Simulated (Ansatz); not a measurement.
Input for Ansatz (an electronic-structure program): R-CCSD(T)/aug-cc-pVTZ on CH4O (SMILES CO).

Ansatz 0.2 input:
```yaml
crystal:
  periodic: [false, false, false]
  atoms:
    - {symbol: O, position_ang: [-1.49849168, 0.71534576, -0.00289490]}
    - {symbol: H, position_ang: [-0.52594768, 0.74122576, -0.00794190]}
    - {symbol: C, position_ang: [-1.86824268, -0.64440024, -0.00766690]}
    - {symbol: H, position_ang: [-2.95449568, -0.69368024, -0.00341590]}
    - {symbol: H, position_ang: [-1.51497768, -1.17513624, -0.89702390]}
    - {symbol: H, position_ang: [-1.50765168, -1.18330524, 0.87379910]}
basis:
  gaussian:
    orbitals: aug-cc-pVTZ
magnetization: {spin_polarized: false}
correlation: {method: ccsd_t, electrons: outside_noble_gas}
scf: {lower_state_search: off}
```

The head of its log:

```
WARN ansatz: RAYON_NUM_THREADS=1 ignored (pool sized by the plan → 1); use --threads N
Functional definition: HF
these checks for a lower state are left out or cut short: stability, starts, cluster_reference, orbital_swaps, neighbouring_geometries, increment
integrals: 0.65 GiB planned
1042 factors; integrals over basis functions are off by at most 1.2e-3 eV
mean field: 0.40 GiB planned
mean field evaluation 1: about -3129.8614 eV, gradient 3.1e1 eV
mean field evaluation 2: about -3129.8615 eV, gradient 3.1e1 eV
mean field evaluation 4: about -3131.7729 eV, gradient 2.8e0 eV
mean field evaluation 8: about -3131.7949 eV, gradient 1.4e-4 eV
mean field -3131.79487351 eV, -115.0913387946 hartree, gradient 6.6e-7 eV, S^2 0.000000; 0 other end points of the search recorded, 0 dependent functions left out
2 core orbitals not correlated
reference -3131.79487351 eV, -115.0913387946 hartree; 7, 7 occupied and 175, 175 virtual orbitals, 1042 factors
```

**Question.** Give the final energy of this run.

**Answer.** -115.5620 hartree (reference determinant -115.0913, T1 diagnostic 0.010).
